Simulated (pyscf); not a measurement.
# Four-centre exchange: HO–Ga(Cl)–Cl + H₂O → H₂O + HO–Ga(Cl)–Cl

Gas phase, singlet surface, charge 0. Bonds broken: O1–Ga2, O6–H7. Bonds formed: O1–H7, Ga2–O6. Optimised with ωB97X-D3(BJ)/def2-SVP in PySCF.

Transition state (Å):

```xyz
8

O     -1.8318    -0.7566     0.1576
Ga    -0.1110     0.0957    -0.0546
Cl     0.0306     2.0235     0.8489
Cl     0.7556    -0.3043    -1.9629
H     -2.2063    -1.2511    -0.5823
O      0.1071    -1.3303     1.2306
H     -1.0755    -1.3666     0.9067
H      0.3017    -1.1095     2.1502
```

One imaginary mode, 1053i cm⁻¹; descent along it reached the two sides named, in the forms told below.

```json
[
 {"bond": "O1–Ga2", "change": "breaks", "reactant side (Å)": "1.797", "saddle": "1.932", "product side": "2.068"},
 {"bond": "O6–H7", "change": "breaks", "reactant side (Å)": "0.975", "saddle": "1.227", "product side": "2.269"},
 {"bond": "O1–H7", "change": "forms", "reactant side (Å)": "2.269", "saddle": "1.227", "product side": "0.975"},
 {"bond": "Ga2–O6", "change": "forms", "reactant side (Å)": "2.069", "saddle": "1.932", "product side": "1.797"}
]
```

Electronic energies relative to the separated reactants (kcal/mol):

```tsv
level	barrier	reaction energy	reverse barrier
ωB97X-D3(BJ)/def2-TZVP	-12.1	0.0	-12.1
PBE/def2-TZVP	-11.5	0.0	-11.5
r²SCAN/def2-TZVP	-14.0	0.0	-14.0
B3LYP-D3(BJ)/def2-TZVP	-10.6	0.0	-10.6
PBE0-D3(BJ)/def2-TZVP	-12.9	0.0	-12.9
M06-2X/def2-TZVP	-14.9	0.0	-14.9
ωB97M-D3(BJ)/def2-TZVP	-10.9	0.0	-10.9
HF/def2-TZVP	-0.9	0.0	-0.9
```

With ωB97M-D3(BJ)/def2-TZVP energies and thermal terms (ideal gas, 1 atm, RRHO with modes under 100 cm⁻¹ raised to 100, one conformer, R ln 2 for chiral ones without a mode under 150 cm⁻¹), in kcal/mol:

```tsv
T (K)	ΔH‡	ΔG‡	ΔH	ΔG
298	-12.0	-0.1	0.0	0.0
600	-12.0	12.1	0.0	0.0
900	-11.4	24.0	0.0	0.0
1200	-10.6	35.7	0.0	0.0
```

On the reactant side the descent ends in an adduct with a Ga–O contact, 22.4 kcal/mol under the separated species and 10.3 kcal/mol under the saddle at ωB97X-D3(BJ)/def2-TZVP. On the product side the descent ends in an adduct with a Ga–O contact, 22.4 kcal/mol under the separated species and 10.3 kcal/mol under the saddle at ωB97X-D3(BJ)/def2-TZVP. At ωB97X-D3(BJ)/def2-TZVP, PBE, r²SCAN, B3LYP-D3(BJ), PBE0-D3(BJ), M06-2X, ωB97M-D3(BJ)/def2-TZVP, HF the saddle lies under the separated reactants, which points to a path from their complex (located at ωB97X-D3(BJ) alone). At ωB97X-D3(BJ)/def2-TZVP, PBE, r²SCAN, B3LYP-D3(BJ), PBE0-D3(BJ), M06-2X, ωB97M-D3(BJ)/def2-TZVP, HF the saddle lies under the separated products, which points to a path from their complex (located at ωB97X-D3(BJ) alone). What is counted as formed (Ga–O) is already present as a longer contact in the reactant adduct; forming that adduct is a step of its own. What is counted as broken (Ga–O) persists as a longer contact in the product adduct; parting that adduct is a step of its own. This is the saddle that the search found; another between the same sides may lie lower. Elements up to Kr have no core potential and no relativistic terms here.
